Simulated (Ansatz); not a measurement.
# CH₄N₂S: up Jacob's ladder to CCSD(T)

The task here is to estimate one member of a computed series from the others.

Computed with Ansatz 0.2.0, Gaussian basis. Level: functionals in def2-TZVPP, the program's frozen cores in correlated methods.

The runs, in order: LDA (SPW92), PBE-D4, revPBE-D4, BLYP-D4, r2SCAN-D4, B97M-V, PBE0-D4, B3LYP-D4, r2SCANh-D4, r2SCAN0-D4, HSE06-D4, BHLYP-D4, CAM-B3LYP-D4, LC-ωPBE, ωB97X-V, ωB97M-V, B2PLYP, PBE-QIDH; CCSD(T)/def2-SVP; CCSD(T)/def2-TZVPP; MP2/def2-QZVPP; extrapolation to the limit; RPA on PBE.

### Structure used throughout

The geometry comes from an earlier relaxation with PBE0-D4 in a triple-zeta def2 set; it is a stationary point, not always the lowest conformer.

SMILES `NC(N)=S`, 8 atoms, charge 0, spin multiplicity 1.

Atoms are counted from 1 here; the program's logs count them from 0.

Bond lengths: N1–C2 1.355 Å, N1–H5 1.005 Å, N1–H6 1.007 Å, C2–N3 1.355 Å, C2–S4 1.656 Å, N3–H7 1.005 Å, N3–H8 1.007 Å. Angles: C2–N1–H5 115.6°, C2–N1–H6 120.3°, H5–N1–H6 117.1°, N1–C2–N3 114.9°, N1–C2–S4 122.5°, N3–C2–S4 122.5°, C2–N3–H7 115.6°, C2–N3–H8 120.3°, H7–N3–H8 117.1°.

Coordinates:

```xyz
8
charge 0, multiplicity 1
N     0.1519    1.1172   -0.3222
C    -0.1997   -0.1907   -0.3568
N     0.1359   -0.9014    0.7467
S    -0.9805   -0.8693   -1.6501
H    -0.2086    1.6836   -1.0694
H     0.3221    1.5735    0.5588
H     0.0047   -1.8951    0.6796
H     0.8665   -0.5750    1.3575
```

Set-up of the first run:

File in.yaml:

```yaml
crystal:
  periodic: [false, false, false]
  atoms:
    - {symbol: N, position_ang: [0.151892, 1.117232, -0.322204]}
    - {symbol: C, position_ang: [-0.199683, -0.190698, -0.356809]}
    - {symbol: N, position_ang: [0.135912, -0.901426, 0.746691]}
    - {symbol: S, position_ang: [-0.980529, -0.869312, -1.650071]}
    - {symbol: H, position_ang: [-0.208621, 1.683625, -1.069420]}
    - {symbol: H, position_ang: [0.322062, 1.573533, 0.558799]}
    - {symbol: H, position_ang: [0.004709, -1.895102, 0.679641]}
    - {symbol: H, position_ang: [0.866458, -0.574953, 1.357471]}
basis:
  gaussian: {orbitals: def2-TZVPP}
hamiltonian: {xc: lda}
output: {orbitals: {seedname: orbitals}}
```

Command:

```console
ansatz run in.yaml --threads 2 --pin off --events-out ev --progress --plain --max-ram 4352MiB
```

Among the steps run: LDA; PBE-D4 (GGA); revPBE-D4 (GGA); BLYP-D4 (GGA); r2SCAN-D4 (meta-GGA); B97M-V (meta-GGA); PBE0-D4 (hybrid); B3LYP-D4 (hybrid); r2SCANh-D4 (hybrid); r2SCAN0-D4 (hybrid); HSE06-D4 (hybrid); BHLYP-D4 (hybrid); CAM-B3LYP-D4 (range-separated); LC-ωPBE (range-separated); ωB97X-V (range-separated); ωB97M-V (range-separated); B2PLYP (double hybrid); PBE-QIDH (double hybrid).

One of the session's tables, all rows but one given; the rest of the session is left out.

It belongs to the step «Frontier levels by functional». 

```
  functional  HOMO (eV)  gap (eV)
 LDA (SPW92)      -4.96      3.73
      PBE-D4          ?         ?
   revPBE-D4      -4.75      3.81
     BLYP-D4      -4.64      3.74
   r2SCAN-D4      -5.05      4.22
      B97M-V      -5.09      4.36
     PBE0-D4      -6.02      5.91
    B3LYP-D4      -5.77      5.44
  r2SCANh-D4      -5.50      5.01
  r2SCAN0-D4      -6.18      6.20
    HSE06-D4      -5.62      5.13
    BHLYP-D4      -7.08      8.04
CAM-B3LYP-D4      -7.33      8.33
     LC-ωPBE      -8.72     10.82
     ωB97X-V      -8.36     10.44
     ωB97M-V      -8.20     10.04
```

Estimate the missing values for PBE-D4.

**Answer.** HOMO (eV): -4.81; gap (eV): 3.79. In the column «HOMO (eV)» it lies between LDA (SPW92) (-4.96) and revPBE-D4 (-4.75).
